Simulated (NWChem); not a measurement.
Program: NWChem. System: nitrogen trifluoride (F3N), charge 0, spin multiplicity 1, at a geometry optimised with B3LYP/def2-SVP. Level: TPSS/def2-TZVP.

NWChem printed:

```
             Northwest Computational Chemistry Package (NWChem) 7.3.0
             --------------------------------------------------------

                                NWChem Input Module
                                -------------------

 Scaling coordinates for geometry "geometry" by  1.889725989
 (inverse scale =  0.529177249)

 Turning off AUTOSYM since
 SYMMETRY directive was detected!

                             Geometry "geometry" -> ""
                             -------------------------

 Output coordinates in angstroms (scale by  1.889725989 to convert to a.u.)

  No.       Tag          Charge          X              Y              Z
 ---- ---------------- ---------- -------------- -------------- --------------
    1 F                    9.0000     0.61615300    -0.11885600     1.06578300
    2 N                    7.0000    -0.00323600     0.47453100     0.00000000
    3 F                    9.0000     0.61615300    -0.11885600    -1.06578300
    4 F                    9.0000    -1.22978900    -0.13136800     0.00000000

 Effective nuclear repulsion energy (a.u.)     133.4330224052

            Nuclear Dipole moment (a.u.)
            ----------------------------
        X                 Y               Z
 ---------------- ---------------- ----------------
     0.0000018897    -0.0000056692     0.0000000000

      Symmetry information
      --------------------

 Group name             Cs
 Group number              2
 Group order               2
 No. of unique centers     3

      Symmetry unique atoms

     1    2    4


 Summary of "ao basis" -> "" (spherical)
 ------------------------------------------------------------------------------
       Tag                 Description            Shells   Functions and Types
 ---------------- ------------------------------  ------  ---------------------
 *                         def2-tzvp                  on all atoms

                                 NWChem DFT Module
                                 -----------------

 Summary of "ao basis" -> "ao basis" (spherical)
 ------------------------------------------------------------------------------
       Tag                 Description            Shells   Functions and Types
 ---------------- ------------------------------  ------  ---------------------
 F                         def2-tzvp                11       31   5s3p2d1f
 N                         def2-tzvp                11       31   5s3p2d1f

 Summary of "ao basis" -> "ao basis" (spherical)
 ------------------------------------------------------------------------------
       Tag                 Description            Shells   Functions and Types
 ---------------- ------------------------------  ------  ---------------------
 F                         def2-tzvp                11       31   5s3p2d1f
 N                         def2-tzvp                11       31   5s3p2d1f

      Symmetry analysis of basis
      --------------------------

        a'         73
        a"         51

            General Information
            -------------------
          SCF calculation type: DFT
          Wavefunction type:  closed shell.
          No. of atoms     :     4
          No. of electrons :    34
           Alpha electrons :    17
            Beta electrons :    17
          Charge           :     0
          Spin multiplicity:     1
          Use of symmetry is: on ; symmetry adaption is: on
          Maximum number of iterations: 100
          AO basis - number of functions:   124
                     number of shells:    44
          Convergence on energy requested:  1.00D-06
          Convergence on density requested:  1.00D-05
          Convergence on gradient requested:  5.00D-04

              XC Information
              --------------
                  TPSS metaGGA Exchange Functional  1.000
             TPSS03 metaGGA Correlation Functional  1.000

             Grid Information
             ----------------
          Grid used for XC integration:  fine
          Radial quadrature: Mura-Knowles
          Angular quadrature: Lebedev.
          Tag              B.-S. Rad. Rad. Pts. Rad. Cut. Ang. Pts.
          ---              ---------- --------- --------- ---------
[...]
    11 a'         12 a'         13 a"         14 a'         15 a"
    16 a"         17 a'         18 a"         19 a'         20 a'
    21 a'         22 a"         23 a'         24 a'         25 a"
    26 a'         27 a'

------------------------------------------------------------
EAF file 0: "./mol.aoints.0" size=524288 bytes
------------------------------------------------------------
               write      read    awrite     aread      wait
               -----      ----    ------     -----      ----
     calls:        1         0         0         0         0
   data(b): 5.24e+05  0.00e+00  0.00e+00  0.00e+00
   time(s): 0.00e+00  0.00e+00  0.00e+00  0.00e+00  0.00e+00
rate(mb/s): 0.00e+00  0.00e+00
------------------------------------------------------------

   convergence    iter        energy       DeltaE   RMS-Dens  Diis-err    time
 ---------------- ----- ----------------- --------- --------- ---------  ------
 d= 0,ls=0.0,diis     1   -354.0185263805 -4.87D+02  1.48D-02  2.76D+00     2.7
 d= 0,ls=0.0,diis     2   -352.7789822757  1.24D+00  9.75D-03  1.90D+01     3.5
 d= 0,ls=0.0,diis     3   -354.2792932177 -1.50D+00  1.39D-03  7.17D-02     4.4
 d= 0,ls=0.0,diis     4   -354.2828760116 -3.58D-03  5.31D-04  3.08D-02     5.2
 d= 0,ls=0.0,diis     5   -354.2849231182 -2.05D-03  3.20D-05  6.73D-05     5.9
  Resetting Diis
 d= 0,ls=0.0,diis     6   -354.2849267689 -3.65D-06  1.84D-05  1.46D-05     6.7
 d= 0,ls=0.0,diis     7   -354.2849273193 -5.50D-07  2.71D-05  7.65D-06     7.5
 d= 0,ls=0.0,diis     8   -354.2849243030  3.02D-06  1.93D-05  4.57D-05     8.3
 d= 0,ls=0.0,diis     9   -354.2849279218 -3.62D-06  5.13D-07  2.21D-08     9.1
 d= 0,ls=0.0,diis    10   -354.2849279233 -1.56D-09  4.78D-08  1.01D-10    10.0

         Total DFT energy =     -354.284927923314
      One electron energy =     -756.703864293342
           Coulomb energy =      307.173747525218
    Exchange-Corr. energy =      -38.187833560399
 Nuclear repulsion energy =      133.433022405210

 Numeric. integr. density =       33.999999876214

     Total iterative time =      9.5s

                  Occupations of the irreducible representations
                  ----------------------------------------------

                     irrep           alpha         beta
                     --------     --------     --------
                     a'               11.0         11.0
                     a"                6.0          6.0

                       DFT Final Molecular Orbital Analysis
                       ------------------------------------

 Vector   15  Occ=2.000000D+00  E=-3.965560D-01  Symmetry=a"
              MO Center=  4.1D-01, -8.5D-02,  1.4D-10, r^2= 1.8D+00
   Bfn.  Coefficient  Atom+Function         Bfn.  Coefficient  Atom+Function
  ----- ------------  ---------------      ----- ------------  ---------------
     8      0.255143  1 F  pz                70      0.255143  3 F  pz
     7      0.241861  1 F  py                69     -0.241861  3 F  py
    11      0.207797  1 F  pz                73      0.207797  3 F  pz
    10      0.197609  1 F  py                72     -0.197609  3 F  py
   101      0.172405  4 F  pz               104      0.140453  4 F  pz

 Vector   16  Occ=2.000000D+00  E=-3.805236D-01  Symmetry=a"
              MO Center=  1.0D-03, -1.2D-01,  1.3D-14, r^2= 2.0D+00
   Bfn.  Coefficient  Atom+Function         Bfn.  Coefficient  Atom+Function
  ----- ------------  ---------------      ----- ------------  ---------------
   101      0.312616  4 F  pz                 6      0.270785  1 F  px
    68     -0.270785  3 F  px               104      0.255862  4 F  pz
     9      0.221624  1 F  px                71     -0.221624  3 F  px
   107      0.162912  4 F  pz                 8     -0.156390  1 F  pz
    70     -0.156390  3 F  pz                12      0.141115  1 F  px

 Vector   17  Occ=2.000000D+00  E=-3.127614D-01  Symmetry=a'
              MO Center= -2.1D-03,  3.1D-01, -1.3D-15, r^2= 1.6D+00
   Bfn.  Coefficient  Atom+Function         Bfn.  Coefficient  Atom+Function
  ----- ------------  ---------------      ----- ------------  ---------------
    36      0.363118  2 N  s                 38      0.298700  2 N  py
    35      0.266449  2 N  s                 41      0.241518  2 N  py
     7     -0.234455  1 F  py                69     -0.234455  3 F  py
   100     -0.234898  4 F  py                10     -0.187724  1 F  py
    72     -0.187724  3 F  py               103     -0.188114  4 F  py

 Vector   18  Occ=0.000000D+00  E=-2.580984D-02  Symmetry=a'
              MO Center=  1.6D-03,  3.2D-02, -2.1D-13, r^2= 1.4D+00
   Bfn.  Coefficient  Atom+Function         Bfn.  Coefficient  Atom+Function
  ----- ------------  ---------------      ----- ------------  ---------------
    35      0.665914  2 N  s                 36      0.448642  2 N  s
    41     -0.387997  2 N  py                38     -0.378625  2 N  py
    44     -0.369026  2 N  py               105     -0.277044  4 F  px
     5     -0.274023  1 F  s                 67     -0.274023  3 F  s
    98     -0.272612  4 F  s                 34      0.263990  2 N  s

 Vector   19  Occ=0.000000D+00  E=-2.189853D-02  Symmetry=a"
              MO Center=  1.2D-01,  3.1D-01,  6.3D-12, r^2= 1.4D+00
   Bfn.  Coefficient  Atom+Function         Bfn.  Coefficient  Atom+Function
  ----- ------------  ---------------      ----- ------------  ---------------
    45      0.573596  2 N  pz                39      0.487084  2 N  pz
    42      0.476273  2 N  pz                 5     -0.341910  1 F  s
    67      0.341910  3 F  s                 12      0.176742  1 F  px
    74     -0.176742  3 F  px                13     -0.172879  1 F  py
    75      0.172879  3 F  py                14      0.158486  1 F  pz

 Vector   20  Occ=0.000000D+00  E=-2.188010D-02  Symmetry=a'
              MO Center= -1.2D-01,  3.1D-01, -6.0D-12, r^2= 1.4D+00
   Bfn.  Coefficient  Atom+Function         Bfn.  Coefficient  Atom+Function
  ----- ------------  ---------------      ----- ------------  ---------------
    43      0.573625  2 N  px                37      0.487065  2 N  px
    40      0.476262  2 N  px                98      0.395543  4 F  s
   105      0.259187  4 F  px                99      0.207072  4 F  px
   106      0.202878  4 F  py                 5     -0.196733  1 F  s
    67     -0.196733  3 F  s                100      0.181924  4 F  py

 center of mass
 --------------
 x =   0.00006668 y =  -0.00976929 z =   0.00000000

 moments of inertia (a.u.)
 ------------------
         168.469461229493          -0.946893313138           0.000000000000
          -0.946893313138         308.249117563761           0.000000000000
           0.000000000000           0.000000000000         168.462061485783

     Multipole analysis of the density
     ---------------------------------

     L   x y z        total         alpha         beta         nuclear
     -   - - -        -----         -----         ----         -------
     0   0 0 0      0.000000    -17.000000    -17.000000     34.000000

     1   1 0 0     -0.000326     -0.000164     -0.000164      0.000002
     1   0 1 0      0.036735      0.018370      0.018370     -0.000006
     1   0 0 1      0.000000      0.000000      0.000000      0.000000

     2   2 0 0    -14.992708    -44.001744    -44.001744     73.010780
     2   1 1 0     -0.000032     -0.223283     -0.223283      0.446535
     2   1 0 1      0.000000      0.000000      0.000000      0.000000
     2   0 2 0    -14.988199    -11.039911    -11.039911      7.091624
     2   0 1 1     -0.000000     -0.000000     -0.000000      0.000000
     2   0 0 2    -14.992862    -44.003566    -44.003566     73.014271

 Task  times  cpu:       10.0s     wall:       10.0s

 Total times  cpu:       10.1s     wall:       10.1s
```

Write an NWChem input that would produce this output.

This is not unique; one that fits is 
```
start mol
memory heap 200 mb stack 800 mb global 1000 mb
geometry units angstroms nocenter noautoz
  F      0.616153    -0.118856     1.065783
  N     -0.003236     0.474531     0.000000
  F      0.616153    -0.118856    -1.065783
  F     -1.229789    -0.131368     0.000000
  symmetry group Cs
end
basis spherical
  * library def2-tzvp
end
dft
  xc xtpss03 ctpss03
  semidirect memsize 60000000 filesize 0
  iterations 100
  grid fine
end
task dft energy
```
